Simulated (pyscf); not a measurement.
This saddle point was located with ωB97X-D3(BJ)/def2-SVP in PySCF.

```xyz
6

S      0.0575    -0.3754     1.1134
Ga     0.7760     0.5065    -0.8185
Cl     2.6280     1.5545    -0.8882
Cl    -0.4934     0.5520    -2.5369
H     -1.0784    -0.8210     0.5467
H     -0.8383    -0.3230     2.6715
```
Charge 0, spin multiplicity 2.

Surface: doublet, charge 0. Lowest wavenumbers (cm⁻¹): 839i, 86, 95, 124, 207.

Task: Name the species on either side of this saddle.

Result: HS–Ga(Cl)–Cl + H atom (H•) <-> H₂S + [Cl–Ga–Cl]•, a substitution at S read from left to right: Ga–S broken and H–S formed. At ωB97M-D3(BJ)/def2-TZVP it lies +4.4 kcal/mol from the left side and +17.4 kcal/mol from the right (each side as separated species at their lowest minima found). On the product side the descent ends in an adduct with a Ga–S contact, 13.1 kcal/mol under the separated species and 25.4 kcal/mol under the saddle at ωB97X-D3(BJ)/def2-TZVP. What is counted as broken (Ga–S) persists as a longer contact in the product adduct; parting that adduct is a step of its own. This is the saddle that the search found; another between the same sides may lie lower. The angle at the attacked S is 153°. Elements up to Kr have no core potential and no relativistic terms here.
